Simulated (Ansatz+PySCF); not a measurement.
singlet C5H12: levels of theory in one basis

```xyz
17

C    -0.0172   -0.3205   -2.5942
C     0.0037    0.5640   -1.2602
C     0.0306   -0.3498    0.0143
C    -0.0204    0.4721    1.2700
C    -0.0078   -0.3608    2.5748
H    -0.0381    0.3420   -3.4535
H     0.9131   -1.0007   -2.5656
H    -0.9043   -0.9972   -2.6366
H    -0.9007    1.2129   -1.3103
H     0.8639    1.2122   -1.2350
H     0.9154   -0.9607    0.0283
H    -0.9079   -0.9408   -0.0032
H    -0.8450    1.2214    1.2720
H     0.9180    1.2024    1.3015
H    -0.0148    0.2905    3.4065
H    -0.8557   -0.9339    2.6054
H     0.9248   -0.9715    2.6304
```

Basis set: def2-SVP (spherical functions). Frozen core: 5 orbitals. Charge 0, multiplicity 1.

Computed with Ansatz (development build ahead of 0.2.0); each method stands on the lowest determinant of its kind that the runs found.

```csv
method,E − E(RHF) (eV),<S²> of the determinant
RHF,0.00,0.00
```

(1) What does RHF-MP2 give on the same scale?

(2) Is a single determinant a sound starting point here?

Answers

(1) -19.94 eV.

(2) By this sign, yes. Unrestricted orbitals gain 0.00 eV and <S²> is 0.00 against 0.00 for a pure state.
